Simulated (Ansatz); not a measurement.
**Basis-set limit of PdSiH₃⁺, singlet**

```yaml
atoms:
  - { symbol: Pd, position_ang: [-0.0084, 0.0000, 0.4958] }
  - { symbol: Si, position_ang: [-0.0029, 0.0000, -1.6818] }
  - { symbol: H, position_ang: [-0.1510, -1.2372, -2.4752] }
  - { symbol: H, position_ang: [-0.1510, 1.2372, -2.4752] }
  - { symbol: H, position_ang: [1.2737, 0.0000, -0.5313] }
```

Connectivity, by distances: Pd–SiH2, 1 bridging H.

Ansatz 0.2.0, RHF determinant, valence electrons correlated, core potentials past Kr. Energies in eV.

```
       set  X  functions  Hartree–Fock  MP2 correlation  CCSD(T) correlation                                                                                                              time
def2-TZVPP  3        140   -11359.2008         -14.1681             -14.3149  6.5 s on 1 × NVIDIA H100 80GB HBM3 with 1 thread of AMD EPYC 7R13 Processor (Zen 3), with other jobs on the host
def2-QZVPP  4        248   -11359.5060         -15.1788             -15.2499                 7.5 s on 1 × NVIDIA H100 80GB HBM3 with 1 thread of AMD EPYC 7R13 Processor (Zen 3) (shared host)
```

Hartree–Fock is taken to follow E(X) = E∞ + A·exp(−7.88·√X), correlation E(X) = E∞ + B·X^−2.97.

Cautions: no spin-orbit coupling; outer-core shells of the metal frozen; higher spins were not checked; restricted determinant unstable towards unrestricted.

Work out the CCSD(T) energy at the limit, and how far the shortcut misses it that extrapolates MP2 and adds CCSD(T) minus MP2 from the smaller set.

Hartree–Fock: E∞ = E4 + 0.1377·(E4 − E3) = -11359.5481. Correlation: E∞ = E4 + 0.7407·(E4 − E3) = -15.9426 for CCSD(T) and -15.9275 for MP2. The limit is -11375.4907 eV, 0.735 eV below def2-QZVPP. The shortcut gives a correlation energy of -15.9275 + (-0.1468) = -16.0742, 132 meV lower than the direct value.

Past Ne part of the Hartree–Fock step between the two sets comes from the cores, which don't follow the formula, so the 42 meV that it adds to the total can overshoot; that part largely cancels in differences.

The exponents were fitted on light atoms, and def2 sets of heavy atoms don't grow evenly, so the limit is rough here.
